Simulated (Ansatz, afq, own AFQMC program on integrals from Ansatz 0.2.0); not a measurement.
**AlGaBH, singlet in cc-pVDZ, levels against CCSDT(Q)**

```tsv
atom	x (Å)	y (Å)	z (Å)
Al	0.0000	-0.2428	2.1987
Ga	0.0000	0.2222	-0.4743
B	0.0000	-0.9941	-2.3518
H	0.0000	1.7902	-0.8204
```

Connectivity, by distances: Al–GaH–B.

Basis cc-pVDZ. Noble-gas cores (and the filled d shells of Ga–Kr and In–Xe) are frozen. AFQMC by an in-house program on the Cholesky factors that Ansatz 0.2.0 writes for its CCSD(T) run. The CISD trial takes its coefficients from CCSD amplitudes. Released means that phaseless walkers are propagated on without the constraint, phases kept. ± is one standard error of the sampling. No spin–orbit coupling.

Determinant: RHF, the one that the program's search chose, which needn't be the lowest solution. The geometry is a PBE0/def2-TZVP stationary point of this or a neighbouring charge and spin state.

No full CI on the walks' own integrals is used here; CCSDT(Q) serves as the reference and is uncertain by about the last step of the cluster series.

Cautions: no relativity below Rb; no spin-orbit coupling; inner d shell frozen; another spin lies lower; restricted determinant unstable towards unrestricted (UHF 760 meV lower, ⟨S²⟩ 1.42); raised T1 diagnostic (T1 0.026, weight of the determinant 0.79, largest double 0.06).

The T1 diagnostic is 0.0264, the weight of the determinant in the CISD state is 0.791 and the size of the correlated space is 10 electrons in 44 orbitals.

Reference: CCSDT(Q), correlation energy -5.869 eV. The released energy is read at 2.40 1/Eh (meV from the phaseless value at times in 1/Eh: -12 ± 22 at 0.24, -35 ± 23 at 0.51, -61 ± 22 at 0.99, -50 ± 23 at 1.62, -20 ± 25 at 2.40).

```csv
level,E − E(reference) (kJ/mol),share of correlation (%)
HF,566.2,0.00
MP2,173.3,69.39
CCSD,25.5,95.49
CCSD(T),7.6,98.67
CCSDT,1.8,99.67
ph-AFQMC/HF,0.3 ± 5.6,99.95
ph-AFQMC/CISD,5.5 ± 1.5,99.04
released AFQMC,3.6 ± 2.4,99.37
```

A walk keeps the symmetry of its determinant, which the program's search chose and which needn't be the lowest solution, so a lower state of the same spin and another symmetry isn't excluded. Released energies are given only where the last usable release times agree within the noise; a slower fall can still hide under it.
